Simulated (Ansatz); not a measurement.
Al3H3, 6 atoms. Hardware: 4 threads of Arm Neoverse V2 on a shared host.

Correlated methods freeze 15 core orbitals.

(1) How many basis functions does each of these Ansatz runs have, and roughly what does it cost? PBE-D4/def2-TZVP, charge 0 singlet, energy and forces, from earlier orbitals; PBE0-D4/def2-TZVPD, charge -1 doublet at the geometry of the charge 0 singlet, energy; r2SCAN-D4/def2-TZVP, charge 0 triplet at the geometry of the charge 0 singlet, energy, from earlier orbitals; RPA@PBE/def2-TZVP, charge 0 singlet, energy, from earlier orbitals; CCSD(T)/def2-TZVPP, charge 0 singlet, energy, from earlier orbitals; HF/6-31G, charge 0 singlet, energy; HF/def2-TZVP, charge 0 singlet, energy, from earlier orbitals; CCSD(T)/def2-TZVPD, charge 0 singlet, energy, from earlier orbitals; PBE-D4/def2-SVP, charge 0 singlet, energy, from earlier orbitals; PBE0-D4/def2-SVP, charge 0 singlet, energy, from earlier orbitals; PBE0-D4/def2-TZVPD, charge 0 singlet, energy, from earlier orbitals; PBE-QIDH/def2-TZVP, charge 0 singlet, energy, from earlier orbitals.

Results:

(1) Other jobs shared the machine, so times can vary by a factor of up to 3. A dash marks memory too small to be measured apart from the calling script's.

```tsv
run	functions	fitting or Cholesky vectors	wall time	peak host memory (GiB)
HF/6-31G, charge 0 singlet, energy	45	510	0.15 s	–
PBE-D4/def2-SVP, charge 0 singlet, energy, from earlier orbitals	69	753	0.4 s	–
HF/def2-TZVP, charge 0 singlet, energy, from earlier orbitals	129	1083	0.4 s	–
PBE0-D4/def2-SVP, charge 0 singlet, energy, from earlier orbitals	69	631	0.55 s	–
PBE-D4/def2-TZVP, charge 0 singlet, energy and forces, from earlier orbitals	129	909	0.95 s	–
PBE0-D4/def2-TZVPD, charge 0 singlet, energy, from earlier orbitals	156	1035	1.4 s	–
RPA@PBE/def2-TZVP, charge 0 singlet, energy, from earlier orbitals	129	834	1.4 s	–
PBE-QIDH/def2-TZVP, charge 0 singlet, energy, from earlier orbitals	129	834	1.7 s	–
PBE0-D4/def2-TZVPD, charge -1 doublet at the geometry of the charge 0 singlet, energy	156	1035	3.4 s	–
CCSD(T)/def2-TZVPD, charge 0 singlet, energy, from earlier orbitals	156	1042	4.6 s	0.93
CCSD(T)/def2-TZVPP, charge 0 singlet, energy, from earlier orbitals	168	996	5.5 s	1.1
r2SCAN-D4/def2-TZVP, charge 0 triplet at the geometry of the charge 0 singlet, energy, from earlier orbitals	129	909	8.5 s	–
```
